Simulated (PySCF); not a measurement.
Compound: 2H-azirine, C₂H₃N.
SMILES: `C1=NC1`

The closed-shell ground state was solved at several levels (PySCF, density fitting, gas phase, non-relativistic). Isolated species at its GFN2-xTB geometry, gas phase.

```tsv
level	basis functions	total energy (Eh)	HOMO (eV)	LUMO (eV)	gap (eV)	dipole (D)
CAM-B3LYP/def2-SVPD	84	-132.5146	-9.35	0.53	9.88	2.31
B3LYP/pcJ-1	111	-132.6842	-7.57	-0.76	6.81	2.31
```

Task: Estimate the row for PBE0/pcSseg-1, a basis of 66 functions; the other rows only guide the guess.

Result: Total energy -132.5042 Eh, HOMO -7.84 eV, LUMO -0.50 eV, gap 7.34 eV, dipole 2.32 D.

Task: Over all these levels, which gives the widest orbital gap and which the narrowest?

Result: CAM-B3LYP/def2-SVPD (range-separated hybrid) has the widest, 9.88 eV, and B3LYP/pcJ-1 (global hybrid, 20 % exact exchange) the narrowest, 6.81 eV. Functional and basis both differ between the two, so the spread mixes both effects.

Task: How far do the dipole and the HOMO energy spread over the levels?

Result: The dipole runs from 2.31 to 2.32 D (mean 2.31 D) and the HOMO from -9.35 to -7.57 eV.
